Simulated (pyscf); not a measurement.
H₃C–CH₂–SiH₂–Cl (SMILES CC[SiH2]Cl) + H• (SMILES [H]) → CH₃• (SMILES [CH3]) + H₃C–SiH₂–Cl (SMILES C[SiH2]Cl), a substitution at C (doublet surface; C–C broken, C–H formed). Optimised with ωB97X-D3(BJ)/def2-SVP in PySCF. Energies in kcal/mol from the separated reactants.

GFN2-xTB: tblite. Open shells are spin-unrestricted. 

Task: Quick GFN2-xTB single points give ΔE‡ = 44.6 kcal/mol and ΔE = +8.9 kcal/mol. What does ωB97M-D3(BJ)/def2-TZVP give, and how far is the quick result from it?

Result: ωB97M-D3(BJ)/def2-TZVP gives ΔE‡ = 33.2 kcal/mol and ΔE = -15.0 kcal/mol. GFN2-xTB lies 11.4 kcal/mol over it in the barrier and 24.0 kcal/mol over it in the reaction energy, so on this step it does not hold to within 3.0 kcal/mol. ωB97M-D3(BJ)/def2-TZVP has limits of its own. Abstraction by the radical was not located in this set and often lies lower. One saddle was located; it need not be the lowest between these sides. The angle at the attacked C is 179°.
